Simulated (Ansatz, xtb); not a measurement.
Two isomers of C5H9F

Structure a is `C=CC[C@@H](C)F`, a singlet and structure b is `C=C[C@@H](F)CC`, a singlet. Both are isolated molecules in the gas phase, relaxed with PBE0-D3(BJ)/def2-SVP, each in the lowest conformer that the search found.

Energies in hartree; the thermal terms are from GFN2-xTB frequencies at re-optimised GFN2-xTB minima (ideal gas, soft modes damped towards free rotors, one conformer each, 298.15 K, 1 atm) and include the zero-point energy:

```
                              a           b
E, CCSD(T)/def2-SVP  −294.747897  −294.746552
    E, MP2/def2-SVP  −294.655516  −294.653920
  E, MP2/def2-TZVPP  −295.209694  −295.207381
  zero-point energy     0.126454     0.126563
       H(298 K) − E     0.134724     0.134853
       G(298 K) − E     0.095072     0.095223
```

**Question.** Correct the CCSD(T) difference for the basis set by the MP2 change, then work out ΔE, ΔE₀, ΔH and ΔG for a → b in kJ/mol (1 Eh = 2625.50 kJ/mol) and the equilibrium ratio [b]/[a].

**Answer.** 1. Differences b − a: CCSD(T) +0.001345, MP2 in the small set +0.001596, MP2 in the large set +0.002313 Eh.
2. ΔE = +0.001345 + (+0.002313 − (+0.001596)) = +0.002062 Eh = +5.41 kJ/mol.
3. ΔE₀ = ΔE + ΔZPE = +0.002062 + (+0.000109) Eh = +5.70 kJ/mol.
4. ΔH = ΔE + (+0.000129) Eh = +5.75 kJ/mol.
5. ΔG = ΔE + (+0.000151) Eh = +5.81 kJ/mol, so ΔS = (ΔH − ΔG)/T = −0.2 J/(mol K).
6. kT = 0.9442 mEh, so K = [b]/[a] = exp(−ΔG/kT) = exp(−2.34) ≈ 0.096.

The sums favour a, but ΔE leans on the basis-set step (CCSD(T) alone has the other sign or is under 1 kcal/mol), so the order isn't settled. An error of 4 kJ/mol in ΔG would change K by a factor of 5. Mirror images and further conformers aren't counted.

As drawn, both hold the same kinds of bond in the same numbers.

Other levels gave ΔE = +5.9 (GFN2-xTB); −0.1 (HF/STO-3G, GFN2-xTB geometries); +2.3 (r2SCAN-D4/def2-SVP, GFN2-xTB geometries); +3.4 (PBE0-D3(BJ)/def2-SVP); +2.9 (HF/def2-SVP); +4.2 (MP2/def2-SVP); +3.5 (CCSD(T)/def2-SVP) kJ/mol. The correlated steps freeze 6 core orbitals. Programs: Ansatz 0.2.0, xtb 6.7.1.
